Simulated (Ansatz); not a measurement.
NO2, doublet: energies of several shapes or isomers

Calculated in Ansatz's Gaussian-basis code. Basis cc-pVDZ, nonrelativistic, 3 orbitals frozen in the corrections; active space CAS(11,9). Restricted Hartree–Fock, then the lowest state-specific CASSCF solution met for each case. On stretched bonds single-reference methods can fail or change state. Solutions in different active orbitals can move differences by tenths of an eV and at times more than 1 eV.

Case A:

```
atom   x (Å)    y (Å)    z (Å)
   N  0.0000   0.0000  -0.3400
   O  0.0000   1.1804   0.1487
   O  0.0000  -1.1804   0.1487
```

Case B:

```xyz
3

N     0.0000    0.0000   -0.2896
O     0.0000    1.0055    0.1267
O     0.0000   -1.0055    0.1267
```

Case C:

```xyz
3

N     0.0000    0.0000   -0.3148
O     0.0000    1.0929    0.1377
O     0.0000   -1.0929    0.1377
```

Energy less that of case A, in eV:

| case | RHF/ROHF | CASSCF |
| --- | --- | --- |
| B | -0.621 | +1.054 |
| C | -1.219 | -0.339 |

Task: What does SC-NEVPT2 give for these differences?

Result: B: +1.229 eV (28.3 kcal/mol); C: -0.314 eV (-7.2 kcal/mol).

Task: Which case is lowest, and do the methods agree?

Result: C is lowest in SC-NEVPT2. Of the methods shown, RHF/ROHF, CASSCF agree.
